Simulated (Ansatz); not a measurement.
Results of PBE-D3(BJ) (PAW; Ansatz, a quantum-chemistry and plane-wave program) for cubic perovskite BaTiO3 (cubic high-temperature phase).

Numerical settings: plane-wave cutoff 520 eV, 8×8×8 k mesh, Fermi–Dirac smearing 0.01 eV, no spin polarisation, scalar-relativistic PAW data made under PBE.

Computed at the level's own relaxed cell.

Question: Estimate the lattice parameter a, smallest direct gap on the k points sampled and pressure derivative B′ of the bulk modulus that the calculation returns.

Answer: 
- lattice parameter a: 3.992 Å
- smallest direct gap on the k points sampled: 1.92 eV
- pressure derivative B′ of the bulk modulus: 4.5

Note: the relaxation could not lower the start's symmetry, so the cell can be a saddle point above a distorted one.

Spin–orbit coupling is not included.

The computed numbers hold no vibrational or temperature effects.
